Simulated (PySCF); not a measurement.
Electric properties by functional and basis

Compound: C₅H₁₀.
SMILES: `C/C=C\CC`

PySCF, dipoles from the SCF density, polarisabilities from static response with core orbitals frozen. Geometry: PBE0-D3(BJ)/def2-SVP, one conformer, isolated molecule.

Task: How do dipole and polarisability depend on functional and basis here?

Result: 

| level | μ (D) | α (Å³) | anisotropy (Å³) |
| --- | --- | --- | --- |
| LDA/def2-SVPD | 0.315 | 10.08 | 4.26 |
| PBE/def2-SVPD | 0.294 | 9.92 | 4.24 |
| B3LYP/def2-SVPD | 0.279 | 9.70 | 4.11 |
| PBE0/def2-SVPD | 0.285 | 9.61 | 4.07 |
| BHandHLYP/def2-SVPD | 0.272 | 9.43 | 4.01 |
| CAM-B3LYP/def2-SVPD | 0.276 | 9.56 | 3.99 |
| wB97X-D/def2-SVPD | 0.294 | 9.56 | 3.95 |
| LC-wPBE/def2-SVPD | 0.272 | 9.30 | 3.85 |
| HF/def2-SVPD | 0.271 | 9.22 | 3.99 |
| PBE0/6-31G* | 0.195 | 8.02 | 4.38 |
| PBE0/def2-SVP | 0.259 | 8.39 | 4.30 |
| PBE0/def2-TZVP | 0.269 | 9.38 | 4.29 |

The anisotropy is √(½[(α1 − α2)² + (α2 − α3)² + (α3 − α1)²]). The dipole runs from 0.19 D (PBE0/6-31G*) to 0.31 D (LDA/def2-SVPD). No reference polarisability is at hand; against PBE0 in the largest diffuse basis at hand (def2-SVPD) the other PBE0 rows deviate by 6-31G* -16%, def2-SVP -13%, def2-TZVP -2%. In one basis (def2-SVPD) the functionals order the polarisability from HF (lowest) to LDA (highest), a spread of 9%. With PBE0 the polarisability is 8.60 Å³ without diffuse functions (mean of 6-31G*, def2-SVP and def2-TZVP) and 9.61 Å³ with them (def2-SVPD).
